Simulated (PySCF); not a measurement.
# C4H8F2 (CH3CH2CF2CH3): the cost of one run

Programs: PySCF 2.14.0, with density-fitted response routines of our own. Each step states its level of theory. These are calculated values for one molecule, in the gas phase or a continuum, unless marked as measured. Atoms count from 0, in the outputs and in this text.

### 1 The molecule as given

14 atoms, charge 0, multiplicity 1; geometry from: GFN2-xTB. The atoms were then displaced at random by about 0.01 Å, so the start is not that level's minimum.

Bonds of the start (Å): C0–C1 1.51, C1–C2 1.52, C2–C3 1.55, C2–F4 1.38, C2–F5 1.37, C0–H6 1.08, C0–H7 1.07, C0–H8 1.12, C1–H9 1.09, C1–H10 1.08, C3–H11 1.11, C3–H12 1.06, C3–H13 1.05.

### 2 Optimising the geometry at PBE0-D3(BJ)/def2-TZVP

What the job is given:

```
{"job": {"xc": "PBE0", "basis": "def2-TZVP", "d3": "d3bj", "grid": 2, "shake": 0.01, "kind": "geom"}, "charge": 0, "multiplicity": 1}
C     -1.507740    -0.254150     0.568710
C     -0.621000    -0.586120    -0.605080
C      0.588940     0.322740    -0.700310
C      1.539070     0.357740     0.528760
F      1.349310    -0.063950    -1.790790
F      0.206530     1.605740    -0.992300
H     -2.436010    -0.809000     0.500060
H     -1.037390    -0.443760     1.511580
H     -1.787210     0.832810     0.555000
H     -0.266030    -1.613920    -0.514950
H     -1.169450    -0.480770    -1.534800
H      0.990010     0.832610     1.363240
H      1.759880    -0.646670     0.796290
H      2.383930     0.931600     0.306830
```

On the command line:

```
OMP_NUM_THREADS=1 python probes_run.py task.json out
```

One launch serves the whole session: the jobs run in the order shown.

**Question.** How long does this first job take on 1 thread of Intel Xeon Platinum 8488C, shared host, and how much memory does it need?

About 2.9 min, with a peak of 1.2 GiB.
